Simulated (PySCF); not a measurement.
Relative stability

The two ends of one reaction step of AlH3O2, singlet (PBE0-D4/def2-TZVP).

A:

```json
{"atom": "Al1", "x (Å)": "-0.2659", "y (Å)": "-0.1989", "z (Å)": "-0.2597"}
{"atom": "H2", "x (Å)": "-0.9875", "y (Å)": "-1.2730", "z (Å)": "-1.1513"}
{"atom": "O3", "x (Å)": "1.2298", "y (Å)": "-0.4751", "z (Å)": "0.4872"}
{"atom": "H4", "x (Å)": "1.7176", "y (Å)": "-1.2929", "z (Å)": "0.4127"}
{"atom": "O5", "x (Å)": "-1.0144", "y (Å)": "1.2980", "z (Å)": "-0.0359"}
{"atom": "H6", "x (Å)": "-0.6372", "y (Å)": "1.9998", "z (Å)": "0.4922"}
```

B:

```xyz
6
angstrom
Al 0.4247 0.3239 0.3918
H -0.2290 -1.3731 -0.8065
O 1.8391 -0.0181 1.0494
H 0.4458 -1.5414 -0.4897
O -1.0464 0.8779 -0.1962
H -1.4596 1.7242 -0.0381
```

PySCF 2.14 with density fitting (its default auxiliary sets; JK sets also for MP2 and CCSD(T)); basis: def2-TZVPP; cores frozen in the correlated methods. B3LYP uses VWN-RPA correlation.

(1) Which structure is lower at CCSD(T), and by how much? (Judge from chemistry; the value comes from the calculation.)

T1 diagnostic: at most 0.022.

Results:

(1) Computed: A, by 2.751 eV (electronic energy, against the other). By their contacts, A is AlH₃O₂ ([OH][AlH][OH]) and B is a complex of AlHO₂ ([O][Al][OH]) + H₂.

All methods give the same order:

```json
{"method": "SPW92", "E(B) − E(A) (eV)": "2.617"}
{"method": "PBE-D4", "E(B) − E(A) (eV)": "2.466"}
{"method": "r2SCAN-D4", "E(B) − E(A) (eV)": "2.655"}
{"method": "PBE0-D4", "E(B) − E(A) (eV)": "2.794"}
{"method": "B3LYP-D4", "E(B) − E(A) (eV)": "2.685"}
{"method": "BHLYP-D4", "E(B) − E(A) (eV)": "3.027"}
{"method": "wB97M-V", "E(B) − E(A) (eV)": "2.802"}
{"method": "HF", "E(B) − E(A) (eV)": "3.400"}
{"method": "MP2", "E(B) − E(A) (eV)": "2.597"}
{"method": "CCSD", "E(B) − E(A) (eV)": "2.896"}
{"method": "CCSD(T)", "E(B) − E(A) (eV)": "2.751"}
```

Labels in which every atom is bracketed show which atoms are joined, not bond orders.

For scale, one of the runs: CCSD(T)/def2-TZVPP, 146 basis functions, launched by `OMP_NUM_THREADS=4 python run.py`. The run took 74 s on 4 CPU threads of an Arm Neoverse V2 (shared host), with 0.89 GiB of host memory at its peak.
